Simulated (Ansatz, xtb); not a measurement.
Species: methanethiol, CH$_{4}$S, net charge 0, singlet state. SMILES: CS
Geometry from a B3LYP-D3(BJ)/def2-TZVP (Ansatz, a first-principles code) optimisation:
```xyz
6

C     -0.0402     1.1565     0.0077
S     -0.0524    -0.6664    -0.0048
H      1.2792    -0.8404     0.0008
H     -1.0838     1.4664     0.0045
H      0.4371     1.5427     0.9058
H      0.4463     1.5550    -0.8800
```

Harmonic wavenumbers from GFN2-xTB (xtb, at its own minimum), cm⁻¹: 233, 724, 780, 949, 1030, 1321, 1450, 1454, 2436, 3033, 3039, 3063.

Question: Give the harmonic wavenumbers at B3LYP-D3(BJ)/def2-TZVP (Ansatz, finite differences of forces, unscaled).

Answer: 239, 699, 801, 973, 1099, 1360, 1475, 1489, 2672, 3054, 3134, 3137 cm⁻¹. Zero-point energy 28.8 kcal/mol.

Question: From these and the geometry, give the ideal-gas thermochemistry at 298.15 K and 1 atm (rigid rotor, harmonic oscillator).

Answer: Point group Cs, rotational symmetry number 1. Rotational constants 103.2, 12.84, 12.31 GHz. S(trans) 37.54, S(rot) 20.52, S(vib) 2.53, S(elec, spin only) 0.00, S 60.6 cal/(mol K). H(298) - H(0) 2.86 kcal/mol; G - E(el) 13.6 kcal/mol. Tabulated S at 1 bar: 61.0 cal/(mol K) (CRC Handbook, as tabulated in the package chemicals); it can hold hindered rotation or other conformers, which this model lacks.
